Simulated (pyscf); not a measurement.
HO–SiH₂–OH (SMILES O[SiH2]O) + H₂O (SMILES O) → HO–SiH(OH)–OH (SMILES O[SiH](O)O) + H₂ (SMILES [H][H]), a four-centre exchange (singlet surface; H–Si, H–O broken, O–Si, H–H formed). PySCF, gas phase, ωB97X-D3(BJ)/def2-SVP geometries. Energies in kcal/mol from the separated reactants.

Small-basis levels: PySCF, no dispersion term, spherical d functions. AM1 to PM7: differences of heats of formation from MOPAC, which are fitted to 298 K values and so differ in kind from electronic energies by zero-point and thermal terms. GFN2-xTB: tblite. Cost: rough CPU time at the saddle relative to B3LYP/6-31G*, from one job on a shared machine.

| level | barrier | reaction energy | cost |
|---|---|---|---|
| HF/STO-3G | 64.7 | -12.4 | 0.03 |
| HF/3-21G | 36.5 | -32.3 | 0.04 |
| HF/6-31G* | 50.8 | -23.2 | 0.06 |
| SVWN5/6-31G* | [?] | -28.4 | 0.7 |
| BP86/6-31G* | 23.8 | -25.7 | 1 |
| B3LYP/LANL2DZ | 37.6 | -17.7 | 0.7 |
| M06-2X/6-31G* | 27.8 | -28.6 | 2 |
| B3LYP/6-311+G** | 36.4 | -18.5 | 1 |
| PBE/def2-SVP | 19.5 | -22.3 | 1 |
| B3LYP/def2-SVP | 27.8 | -22.6 | 1 |
| GFN2-xTB | 39.8 | -17.4 | under 0.02 |
| PM3 | [?] | -42.5 | under 0.02 |
| ωB97M-D3(BJ)/def2-TZVP | [?] | -24.8 | – |

Some entries are withheld; supply them.


- SVWN5/6-31G*, barrier: 9.1
- PM3, barrier: 46.2
- ωB97M-D3(BJ)/def2-TZVP, barrier: 28.5

Against the last row the barrier runs from -19.4 (SVWN5/6-31G*) to +36.2 kcal/mol (HF/STO-3G). ωB97M-D3(BJ)/def2-TZVP has limits of its own. On the reactant side the descent ends in a complex (not fully relaxed), 4.5 kcal/mol under the separated species and 33.9 kcal/mol under the saddle at ωB97X-D3(BJ)/def2-TZVP. One saddle was located; it need not be the lowest between these sides.
